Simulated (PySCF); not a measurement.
The dipole of methylaminoethane (`CCNC`) from its density and from atomic charges.

Coordinates (PBE0-D3(BJ)/def2-TZVP, Å) and charges (e) from the PBE0/pcSseg-2 density (PySCF):

```csv
atom,x,y,z,Mulliken,IAO,Hirshfeld,ESP-fitted
C1,-1.860,-0.002,-0.005,-0.0632,-0.4317,-0.1277,-0.5376
C2,-0.427,-0.442,-0.214,+0.0964,-0.1406,-0.0354,+0.3170
N3,0.500,0.620,0.112,-0.3403,-0.4239,-0.1725,-0.6432
C4,1.884,0.223,-0.012,+0.0571,-0.3141,-0.0836,-0.1920
H5,-2.078,0.890,-0.596,+0.0356,+0.1503,+0.0429,+0.1357
H6,-2.557,-0.791,-0.295,+0.0317,+0.1465,+0.0454,+0.1292
H7,-2.048,0.235,1.047,+0.0143,+0.1362,+0.0403,+0.1366
H8,-0.231,-1.362,0.366,-0.0082,+0.0987,+0.0256,-0.0173
H9,-0.272,-0.708,-1.266,+0.0168,+0.1356,+0.0412,+0.0468
H10,0.319,0.947,1.053,+0.1001,+0.2441,+0.1079,+0.3481
H11,2.535,1.040,0.304,+0.0355,+0.1492,+0.0460,+0.1142
H12,2.109,0.008,-1.060,+0.0243,+0.1440,+0.0430,+0.1061
H13,2.147,-0.675,0.573,-0.0001,+0.1057,+0.0271,+0.0565
```

Task: Form Σ q r in debye for every column and set it beside the full dipole.

Result: The full density gives (0.07, -0.58, 0.71) D, 0.92 D in size; dipole vectors point from the negative to the positive end.

| scheme | μx | μy | μz | size (D) | share of the full size (%) | angle to the full dipole (°) |
| --- | --- | --- | --- | --- | --- | --- |
| Mulliken | 0.00 | -0.48 | -0.04 | 0.48 | 52 | 56 |
| IAO | 0.10 | -0.65 | 0.35 | 0.74 | 80 | 22 |
| Hirshfeld | 0.02 | -0.14 | 0.23 | 0.27 | 29 | 7 |
| ESP-fitted | 0.12 | -0.62 | 0.69 | 0.94 | 101 | 4 |

Task: Which set comes closest?

Result: Length of the difference vector: ESP-fitted 0.06 D, IAO 0.37 D, Hirshfeld 0.65 D, Mulliken 0.76 D. Closest: ESP-fitted. 

Task: What is left for the Hirshfeld atoms' own dipoles?

Result: The Hirshfeld atoms' densities add up to the full density, so μ = Σ q r + Σ (atomic dipoles). The atomic dipoles sum to (0.07, -0.58, 0.71) − (0.02, -0.14, 0.23) = (0.05, -0.44, 0.48) D, 0.65 D in size.

Task: With the origin at the mean of the coordinates, (0.002, -0.001, 0.001) Å, which are the largest single terms, by size, of the Mulliken dipole along the direction of the full one?

Result: N3 +0.44, H5 -0.20, H10 +0.11, H12 -0.08, C1 +0.05 D; all 13 atoms together +0.27 D. The single terms depend on the origin, their sum doesn't.

Task: Give the size of the full dipole in other units.

Result: 0.92 D = 0.363 au = 0.192 e·Å = 3.08 × 10⁻³⁰ C·m.

The structure is a single PBE0-D3(BJ)/def2-TZVP conformer in the gas phase; no vibrational or solvent corrections.

Shape of the structure used: `[CH3:1][CH2:2][NH:3][CH3:4]`: C1–C2–N3–C4 177°.
